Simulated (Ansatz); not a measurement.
# NH3S (Thiohydroxylamine): levels of theory compared

Aim: a comparison of 6 runs (HF/STO-3G, UB3LYP/STO-3G, UPBE/STO-3G, r2SCAN/STO-3G, RPA@PBE/STO-3G, CCSDT/STO-3G) of NH3S (Thiohydroxylamine). 

The calculation is run with Ansatz 0.2.0.

57 further runs of the same task are left out: 2 that didn't finish, 55 set aside as unsound or not needed.

**1. The molecule**

The species is NH3S (5 atoms), meant as a singlet with charge 0. As SMILES, `NS`. The H3–N1 distance was set to 2.029 Å, away from the relaxed value. At this shape a bond of the SMILES string is far longer than usual.

Bond lengths: N1–S2 1.719 Å, N1–H4 1.015 Å, S2–H5 1.338 Å. Angles: N1–S2–H5 95.5°, S2–N1–H4 109.7°.

**2. A single-point energy at HF/STO-3G (run 1)**

Contents of input.yaml:

```yaml
crystal:
  periodic: [false, false, false]
  atoms:
    - symbol: N
      position_ang: [-0.340558, 0.285879, -0.838822]
    - symbol: S
      position_ang: [-0.009528, 1.747649, 0.003208]
    - symbol: H
      position_ang: [0.015040, -1.300690, 0.375430]
    - symbol: H
      position_ang: [-1.313788, 0.268559, -1.126332]
    - symbol: H
      position_ang: [0.937642, 2.171719, -0.841982]
basis:
  gaussian: {orbitals: STO-3G}
hamiltonian: {xc: hf}
accuracy: high
```

Started as:

```
$ ansatz run input.yaml --threads 1 --pin off --max-ram 2610MiB --events-out events.jsonl --progress --plain --runs-dir runs
```

Standard output:

```text
Warning: RAYON_NUM_THREADS=1 ignored (pool sized by the plan → 1); use --threads N
Functional definition: HF
  name "HF"
  exchange = exact_x
  correlation = 0
287 factors; integrals over basis functions are off by at most 3.2e-8 eV
mean field evaluation 1: about -12199.6626 eV, gradient 8.6e0 eV
mean field evaluation 2: about -12199.7303 eV, gradient 8.6e0 eV
mean field evaluation 4: about -12200.3583 eV, gradient 1.5e0 eV
mean field evaluation 8: about -12200.3928 eV, gradient 2.3e-3 eV
mean field evaluation 16: about -12192.0645 eV, gradient 1.3e1 eV
mean field evaluation 32: about -12200.2089 eV, gradient 2.8e0 eV
mean field -12200.39190196 eV, -448.3561326744 hartree, gradient 1.7e-8 eV, S^2 0.000000; 0 other end points of the search recorded, 0 dependent functions left out
reference -12200.39190196 eV, -448.3561326744 hartree; 13, 13 occupied and 4, 4 virtual orbitals, 287 factors
Total energy: -12200.39190196 eV, -448.3561326744 hartree
```

Wall time 0.1 s (1 thread of Arm Neoverse V1, shared host).

**3. A single-point energy at UB3LYP/STO-3G (run 2)**

Contents of in.yaml:

```yaml
crystal:
  periodic: [false, false, false]
  atoms:
    - {symbol: N, position_ang: [-0.340558, 0.285879, -0.838822]}
    - {symbol: S, position_ang: [-0.009528, 1.747649, 0.003208]}
    - {symbol: H, position_ang: [0.015040, -1.300690, 0.375430]}
    - {symbol: H, position_ang: [-1.313788, 0.268559, -1.126332]}
    - {symbol: H, position_ang: [0.937642, 2.171719, -0.841982]}
basis:
  gaussian: {orbitals: STO-3G}
magnetization: {spin_polarized: true}
accuracy: high
hamiltonian: {xc: {name: B3LYP}}
```

Started as:

```
$ ansatz run in.yaml --threads 1 --pin off --max-ram 2610MiB --events-out events.jsonl --progress --plain --runs-dir runs
```

Standard output:

```text
Warning: RAYON_NUM_THREADS=1 ignored (pool sized by the plan → 1); use --threads N
Functional definition: B3LYP
  name "B3LYP"
  parameter a0 = 0.2
  parameter ax = 0.72
  parameter ac = 0.81
  exchange = (1 - a0 - ax)*slater_x + ax*b88_x + a0*exact_x
  correlation = (1 - ac)*vwn_rpa_c + ac*lyp_c
287 factors; integrals over basis functions are off by at most 3.2e-8 eV
mean field evaluation 1: about -12225.0104 eV, gradient 1.7e1 eV
mean field evaluation 2: about -12222.8949 eV, gradient 1.8e1 eV
mean field evaluation 4: about -12227.8377 eV, gradient 4.6e0 eV
mean field evaluation 8: about -12228.0257 eV, gradient 1.1e-1 eV
mean field evaluation 16: about -12228.0259 eV, gradient 4.0e-6 eV
mean field evaluation 32: about -12228.5564 eV, gradient 1.9e-8 eV
mean field -12228.55639567 eV, -449.3911587276 hartree, gradient 2.0e-8 eV, S^2 0.704160; 3 other end points of the search recorded, 0 dependent functions left out
reference -12228.55642202 eV, -449.3911596960 hartree; 13, 13 occupied and 4, 4 virtual orbitals, 287 factors
Total energy: -12228.55642202 eV, -449.3911596960 hartree
```

It took 3.9 s on 1 thread of Arm Neoverse V1, shared host; peak memory 0.12 GiB.

Runs 3 to 5 aren't shown in full; the table further down has their settings and results.

**4. A single-point energy at CCSDT/STO-3G (run 6)**

Contents of input.yaml:

```yaml
crystal:
  periodic: [false, false, false]
  atoms:
    - {symbol: N, position_ang: [-0.340558, 0.285879, -0.838822]}
    - {symbol: S, position_ang: [-0.009528, 1.747649, 0.003208]}
    - {symbol: H, position_ang: [0.015040, -1.300690, 0.375430]}
    - {symbol: H, position_ang: [-1.313788, 0.268559, -1.126332]}
    - {symbol: H, position_ang: [0.937642, 2.171719, -0.841982]}
basis:
  gaussian:
    orbitals: STO-3G
correlation:
  method: ccsdt
  frozen_orbitals: {H: 0, "N": 1, S: 5}
accuracy: high
scf:
  omitted_lower_state_checks: [cluster_reference, increment]
```

Started as:

```
$ ansatz run input.yaml --threads 1 --pin off --max-ram 2610MiB --events-out events.jsonl --progress --plain --runs-dir runs
```

Standard output:

```text
Warning: RAYON_NUM_THREADS=1 ignored (pool sized by the plan → 1); use --threads N
[... 12 lines left out ...]
6 core orbitals not correlated: weight in the atoms' cores, before any rotation towards them, 1.000 or more for the frozen orbitals, at most 0.000 for the correlated occupied ones
[... 35 lines left out ...]
WARN: these amplitudes may be one of several solutions (largest doubles amplitude 0.43, level shift 2.08 eV)
Total energy: -12206.28406707 eV, -448.5726657483 hartree
Checks for a lower state left out: cluster_reference, increment
```

Wall time 0.24 s (1 thread of Arm Neoverse V1, shared host).

**5. All runs side by side**

```tsv
run	level	frozen core orbitals	energy (Eh)	wall time
1	HF/STO-3G	–	-448.356133	0.1 s
2	UB3LYP/STO-3G	–	-449.391160	3.9 s
3	UPBE/STO-3G	–	-449.139811	3.9 s
4	r2SCAN/STO-3G	–	-449.335535	2.2 s
5	RPA@PBE/STO-3G	6	-448.610958	1.4 s
6	CCSDT/STO-3G	6	-448.572666	0.24 s
```

**6. Results**

| quantity | value |
| --- | --- |
| run 6: total energy | -448.57267 Eh |
| run 6: correlation energy (6 core orbitals frozen) | -216.5 mEh |
| run 6: T1 diagnostic | 0.035 |

Totals of different functionals can't be ranked against each other. In runs 5, 6 the log says that unrestricted orbitals would lower the reference, so the values rest on an unstable closed-shell determinant (other closed-shell runs at this shape may share the fault). In runs 1, 2, 3, 4, 5, 6 the basis is minimal, so the values are rough. In runs 1, 4, 5 a closed-shell determinant meets a far-stretched bond, which it describes badly. Spin contamination of the reference: run 2 ⟨S²⟩ = 0.70, run 3 ⟨S²⟩ = 0.57. Where it is this large, the reference is a mixture of spin states, and values that rest on it are in doubt. All runs together took 12 s, the longest 3.9 s.
